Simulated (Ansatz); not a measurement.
Reaction (hydrogen abstraction from a B–H bond): `NBO` + F• → `N[B]O`• + H–F

Isolated molecules relaxed with PBE0-D4/def2-TZVP in Ansatz; ΔE leaves out vibrations. CCSD(T)/CBS is the MP2 limit (def2-TZVPP, def2-QZVPP) plus CCSD(T) − MP2 in def2-TZVPP, frozen cores. This one scheme is used for every species, atoms too. DFT in def2-TZVPP. B3LYP here is the variant with VWN-RPA as its local correlation; programs differ in this. Open shells (•) are unrestricted, without spin–orbit coupling. Spin–orbit coupling would lower the free atoms: a little for F. One conformer a species, not always the lowest.

`NBO`:

Cartesian coordinates in Å:
```
N 0.287 0.147 1.018
B -0.114 -0.273 -0.252
O -0.201 0.657 -1.256
H 0.516 1.104 1.226
H 0.371 -0.481 1.795
H -0.376 -1.430 -0.445
H -0.484 0.274 -2.087
```

`N[B]O`•:

```xyz
6

N     0.814    0.518   -0.186
B    -0.144   -0.481   -0.317
O    -1.236   -0.558    0.488
H     1.621    0.577   -0.779
H     0.752    1.242    0.514
H    -1.807   -1.298    0.281
```

H–F:

```xyz
2

F     0.263   -0.216   -0.309
H    -0.263    0.216    0.309
```

**Question.** Is it downhill or uphill in electronic energy at CCSD(T)/CBS, and by how much? (An estimate is asked.)

**Answer.** Ansatz gave: Downhill: ΔE = -1.29 eV.

**Question.** What do these levels give: ωB97X-V, B3LYP, CCSD/def2-SVP, CCSD(T)/def2-SVP, HF/def2-TZVPP, HF/def2-QZVPP? (Estimate.)

**Answer.** Computed: ωB97X-V -1.11, B3LYP -1.21, CCSD/def2-SVP -0.85, CCSD(T)/def2-SVP -0.87, HF/def2-TZVPP -0.30, HF/def2-QZVPP -0.32 eV.

Largest T1 diagnostic among the species: 0.014.

From r2SCAN to r2SCAN0 (25 % exact exchange), in def2-TZVPP and without D4, ΔE moves by +0.19 eV. In def2-TZVPP, CCSD(T) changes the Hartree–Fock value by −0.85 eV (the triples alone add −0.07 eV) and MP2 by −1.14 eV. At CCSD(T), def2-SVP lies +0.42 eV from the extrapolated value and def2-TZVPP +0.13 eV.
